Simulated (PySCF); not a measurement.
From one molecule to another.

First species: C5H6O.
SMILES with atom numbers: `[CH2:1]=[CH:2][C:3](=[O:4])[CH:5]=[CH2:6]` (hydrogens: H7, H8 on C1; H9 on C2; H10 on C5; H11, H12 on C6)

Cartesian coordinates in Å at the GFN2-xTB level; atoms count from 1:
```xyz
12
C5H6O angstrom
C     -2.3913    0.4877    0.1893
C     -1.2533    0.0988    0.7507
C      0.0206    0.1066   -0.0055
O      0.0891    0.4641   -1.1648
C      1.2048   -0.3538    0.7562
C      2.4083   -0.3994    0.1988
H     -3.3298    0.4913    0.7176
H     -2.3996    0.8180   -0.8375
H     -1.2137   -0.2370    1.7774
H      1.0444   -0.6499    1.7831
H      3.2846   -0.7297    0.7302
H      2.5371   -0.0975   -0.8285
```

Second species: C5H6O.
InChI=1S/C5H6O/c1-2-3-4-5-6/h2-5H,1H2/b4-3+

Levels: CAM-B3LYP/def2-SVPD for dipole moment, HOMO energy, LUMO energy, HOMO–LUMO gap, static isotropic polarisability and electronic spatial extent ⟨r²⟩ about the centre of nuclear charge; TDDFT CAM-B3LYP/def2-SVPD for lowest singlet excitation; TDA CAM-B3LYP/def2-SVPD for lowest triplet excitation (Tamm–Dancoff); GFN2-xTB for rotational constant A and rotational constant C. Geometries: GFN2-xTB. Each species is one conformer at its optimised geometry, gas phase, non-relativistic unless stated. Electronic properties by PySCF.

Dipoles, sizes and rotational constants follow the conformer. The torsions of the flexible species, by atom-mapped SMILES:
- `[CH2:1]=[CH:2][C:3](=[O:4])[CH:5]=[CH2:6]`: C1–C2–C3–O4 0°, C2–C3–C5–C6 180°
- `[CH2:1]=[CH:2]/[CH:3]=[CH:4]/[CH:5]=[O:6]`: C1–C2–C3–C4 180°, C3–C4–C5–O6 180°

(1) Which has the higher rotational constant C?

(2) Which of the two has the higher dipole moment, and by how much?

(3) Which of the two has the higher HOMO energy, and by how much?

(4) Which has the higher ⟨r²⟩?

(5) Which of the two has the higher static isotropic polarisability, and by how much?

(6) Which has the higher HOMO–LUMO gap?

(7) Which of the two has the higher T1 energy, and by how much?

(8) Which of the two has the higher rotational constant A, and by how much?

Answers

(1) The first: 1.890 GHz against 1.294 GHz, a difference of 0.596 GHz.

(2) The second: 4.35 D against 2.64 D, a difference of 1.71 D.

(3) The second: -8.70 eV against -8.97 eV, a difference of 0.27 eV.

(4) The second: 859 bohr² against 638 bohr², a difference of 221 bohr².

(5) The second: 75.0 au against 65.3 au, a difference of 9.7 au.

(6) The first: 7.70 eV against 7.42 eV, a difference of 0.28 eV.

(7) The first: 2.98 eV against 2.79 eV, a difference of 0.19 eV.

(8) The second: 29.519 GHz against 10.360 GHz, a difference of 19.159 GHz.

On the first: The vertical singlet–triplet gap S1 − T1 is 0.43 eV (TDDFT singlet less Tamm–Dancoff triplet; S1: HOMO→LUMO, weight 0.96; T1: HOMO→LUMO, weight 0.95). A dipole of 2.64 D is allowed in C2v, and pure rotational transitions are dipole-allowed.

On the second: The vertical singlet–triplet gap S1 − T1 is 0.90 eV (TDDFT singlet less Tamm–Dancoff triplet; S1: HOMO−1→LUMO, weight 0.86; T1: HOMO→LUMO, weight 0.93).
